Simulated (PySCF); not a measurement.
Electric field gradients and quadrupole coupling constants

Compound: C3H2ClPS.
Numbering: `[Cl:1][c:2]1[p:3][cH:4][cH:5][s:6]1` (hydrogens: H7 on C4; H8 on C5)

Field gradients from the PBE0/pcSseg-1 density (PySCF, non-relativistic), principal values in atomic units, ordered |Vxx| ≤ |Vyy| ≤ |Vzz|:

```csv
atom,Vxx,Vyy,Vzz
Cl1,-1.9515,-2.1928,4.1443
S6,-0.3889,-1.4514,1.8404
```

Question: Find the asymmetry η = (Vxx − Vyy)/Vzz and the couplings χ = eQV/h (234.96 MHz × Q in barn × V in au), with Q(35Cl) = −0.0817 b, Q(33S) = −0.0678 b.

Answer: 
```json
{"atom": "Cl1", "environment": "aryl chlorine", "nucleus": "35Cl", "η": "0.06", "χzz (MHz)": "-79.56", "χxx (MHz)": "37.46", "χyy (MHz)": "42.09"}
{"atom": "S6", "environment": "thiophene-type sulfur", "nucleus": "33S", "η": "0.58", "χzz (MHz)": "-29.32", "χxx (MHz)": "6.20", "χyy (MHz)": "23.12"}
```

The tensor is traceless: Vxx + Vyy + Vzz = 0.

Question: What is Vzz at Cl1 in SI units (1 au = 9.71736 × 10²¹ V/m²)?

Answer: 4.1443 au = 40.272 × 10²¹ V/m².

Question: What couplings would deuterons (Q(2H) = 0.00286 b) have in place of the hydrogens, at this geometry?

Answer: 
```
atom  bonded to  bond length (Å)  Vzz (au)     η  χzz (kHz)
  H7         C4            1.078    0.3349  0.06        225
  H8         C5            1.075    0.3372  0.09        227
```

Isolated species at its GFN2-xTB geometry, gas phase. GFN2-xTB bond lengths can be off by several hundredths of an ångström, more for odd bonds, and the gradients follow them. These gradients aren't converged with respect to the basis.

The run behind these numbers computed NMR shieldings as well. The run took 12 s of wall time on Arm Neoverse V1, one thread, shared host, and the process peaked at 0.64 GiB of memory.
